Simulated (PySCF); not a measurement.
## SMILES NCC1COC1, C₄H₉NO

Geometry (Å), atoms numbered from 1 in this order:
```xyz
15

N     1.6480   -1.2880   -0.2510
C     1.1104   -0.0950    0.3820
C    -0.4108   -0.1429    0.3754
C    -1.0916    0.0702   -0.9827
O    -1.7176    1.2714   -0.5206
C    -1.1280    1.1529    0.7738
H     1.3742   -2.1161    0.2675
H     2.6611   -1.2526   -0.2692
H     1.4501    0.7670   -0.1991
H     1.4496    0.0440    1.4252
H    -0.7585   -1.0286    0.9098
H    -1.8275   -0.6848   -1.2697
H    -0.4098    0.2556   -1.8158
H    -1.8835    1.0571    1.5590
H    -0.4707    1.9978    1.0012
```

Level of theory: PySCF, GIAO KT3/pcSseg-1 magnetisability, rotational g tensor and spin-rotation constants, non-relativistic, gas phase. Geometry: GFN2-xTB.

Question: Give the nuclear spin-rotation constants along the inertial axes (H = +C I·J) beside the isotropic shieldings.

Answer: Rotational constants 8.5810, 2.3135, 2.0264 GHz. A star marks the isotopologue with that one atom substituted, in its own axes.
| atom | isotope | Caa (kHz) | Cbb (kHz) | Ccc (kHz) | mean (kHz) | σ (ppm) |
| --- | --- | --- | --- | --- | --- | --- |
| N1 | 14N | 0.374 | 0.126 | 0.074 | 0.192 | 225.1 |
| H7 | 1H | -0.965 | -0.296 | 0.005 | -0.419 | 31.9 |
| H8 | 1H | -0.172 | -0.266 | -0.173 | -0.204 | 31.0 |
| H9 | 1H | -0.786 | -0.267 | 0.098 | -0.319 | 28.7 |
| H10 | 1H | -0.730 | 0.073 | -0.187 | -0.281 | 28.1 |
| H11 | 1H | -0.893 | -0.259 | 0.103 | -0.350 | 28.9 |
| H12 | 1H | -0.862 | -0.029 | -0.015 | -0.302 | 26.7 |
| H13 | 1H | -0.717 | -0.124 | 0.027 | -0.271 | 26.9 |
| H14 | 1H | -0.426 | -0.161 | -0.007 | -0.198 | 26.8 |
| H15 | 1H | -0.831 | -0.091 | 0.007 | -0.305 | 27.3 |
| C2 | 13C* | 1.602 | 0.467 | 0.429 | 0.833 | 130.3 |
| C3 | 13C* | 1.628 | 0.374 | 0.398 | 0.800 | 143.0 |
| C4 | 13C* | 1.542 | 0.653 | 0.514 | 0.903 | 104.8 |
| O5 | 17O* | -0.566 | -0.110 | -0.221 | -0.299 | 307.1 |

For the geometry as given, no vibrational averaging.

Question: How do the rotational constants and the g tensor change when H7, H8, H9, H10, H11, H12, H13, H14, H15 are replaced by deuterium?

Answer: Constants 6.2626, 1.9994, 1.7502 GHz; g -0.0239, -0.0086, -0.0204, against -0.0320, -0.0096, -0.0236 before.
